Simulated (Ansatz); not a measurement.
**CH2O2S (SMILES O=COS): functionals against CCSD(T) at one geometry**

The atoms stand at a structure displaced at random from a GFN2-xTB minimum. How far do the functionals agree with CCSD(T) there?

Method: single points in def2-TZVPP; program: Ansatz 0.2.0, Gaussian basis.

Correlated methods freeze the cores.

## (1) Where the work starts

SMILES `O=COS`, 6 atoms, charge 0, spin multiplicity 1.

Atoms are counted from 1 here; the program's logs count them from 0.

Bond lengths: O1–C2 1.153 Å, C2–O3 1.284 Å, C2–H5 0.989 Å, O3–S4 1.692 Å, S4–H6 1.255 Å. Angles: O1–C2–O3 127.1°, O1–C2–H5 130.5°, O3–C2–H5 102.0°, C2–O3–S4 115.4°, O3–S4–H6 89.1°.

Geometry (Å):

```mol
CH2O2S
  3D, bonds by distance, orders not assigned

  6  5  0  0  0  0  0  0  0  0999 V2000
    0.8160   -1.4114    0.4850 O   0  0
    0.9459   -0.3427    0.0729 C   0  0
    0.0158    0.4935   -0.2177 O   0  0
   -1.5514    0.0082    0.1967 S   0  0
    1.7538    0.1279   -0.2494 H   0  0
   -1.9802    1.1178   -0.2030 H   0  0
  1  2  8  0
  2  3  8  0
  2  5  8  0
  3  4  8  0
  4  6  8  0
M  END
```

## (2) CCSD(T)/def2-TZVPP

Contents of run/in.yaml:

```yaml
crystal:
  periodic: [false, false, false]
  atoms:
    - {symbol: O, position_ang: [0.816000, -1.411400, 0.485000]}
    - {symbol: C, position_ang: [0.945900, -0.342700, 0.072900]}
    - {symbol: O, position_ang: [0.015800, 0.493500, -0.217700]}
    - {symbol: S, position_ang: [-1.551400, 0.008200, 0.196700]}
    - {symbol: H, position_ang: [1.753800, 0.127900, -0.249400]}
    - {symbol: H, position_ang: [-1.980200, 1.117800, -0.203000]}
basis:
  gaussian: {orbitals: def2-TZVPP}
correlation: {method: ccsd_t}
output: {forces: true}
```

No record of the launch command was kept for these runs.

## (3) PBE0-D4/def2-TZVPP

run/in.yaml, as its differences from that of step 2:

```diff
@@ -11,3 +11,3 @@
   gaussian: {orbitals: def2-TZVPP}
-correlation: {method: ccsd_t}
-output: {forces: true}
+hamiltonian: {xc: pbe0, dispersion: d4}
+output: {forces: true, orbitals: {seedname: orbitals}}
```

## (4) wB97M-V/def2-TZVPP

run/in.yaml, as its differences from that of step 3:

```diff
@@ -11,3 +11,3 @@
   gaussian: {orbitals: def2-TZVPP}
-hamiltonian: {xc: pbe0, dispersion: d4}
-output: {forces: true, orbitals: {seedname: orbitals}}
+hamiltonian: {xc: {name: wB97M-V}}
+output: {forces: true}
```

## (5) r2SCAN-D4/def2-TZVPP

run/in.yaml, as its differences from that of step 4:

```diff
@@ -11,3 +11,3 @@
   gaussian: {orbitals: def2-TZVPP}
-hamiltonian: {xc: {name: wB97M-V}}
+hamiltonian: {xc: r2scan, dispersion: d4}
 output: {forces: true}
```

## (6) PBE-D4/def2-TZVPP

run/in.yaml, as its differences from that of step 5:

```diff
@@ -11,3 +11,3 @@
   gaussian: {orbitals: def2-TZVPP}
-hamiltonian: {xc: r2scan, dispersion: d4}
+hamiltonian: {xc: pbe, dispersion: d4}
 output: {forces: true}
```

## (7) SPW92/def2-TZVPP

run/in.yaml, as its differences from that of step 6:

```diff
@@ -11,3 +11,3 @@
   gaussian: {orbitals: def2-TZVPP}
-hamiltonian: {xc: pbe, dispersion: d4}
+hamiltonian: {xc: lda}
 output: {forces: true}
```

## (8) HSE06-D4/def2-TZVPP

run/in.yaml, as its differences from that of step 7:

```diff
@@ -11,3 +11,3 @@
   gaussian: {orbitals: def2-TZVPP}
-hamiltonian: {xc: lda}
+hamiltonian: {xc: hse06, dispersion: d4}
 output: {forces: true}
```

(Steps that only read results are left out.)

What does the calculation give? Wanted: energy less free atoms, CCSD(T)/def2-TZVPP; RMS force component; RMS force error; HOMO and LUMO, PBE0-D4; T1 diagnostic.

The runs gave:

| quantity | value |
| --- | --- |
| energy less free atoms, CCSD(T)/def2-TZVPP | -2094.5 kJ/mol |
| RMS force component | 2.072 to 2.375 eV/Å over the methods |
| RMS force error | PBE0-D4 0.299, wB97M-V 0.202, r2SCAN-D4 0.167, PBE-D4 0.280, SPW92 0.381, HSE06-D4 0.294 eV/Å |
| HOMO and LUMO, PBE0-D4 | -7.42 and -1.25 eV |
| T1 diagnostic | 0.017 |

**Reading.** Against CCSD(T) the functionals' energies less atoms differ by -575.7 to -92.3 kJ/mol, PBE-D4 by -196.2 kJ/mol. A larger basis would deepen the CCSD(T) value, while the functionals are nearly converged already, so the order here is not reliable. The forces of r2SCAN-D4 come nearest to CCSD(T), those of SPW92 are farthest. Frozen-core CCSD(T) forces in triple zeta carry basis errors of their own, and this is one geometry, so small gaps rank nothing.
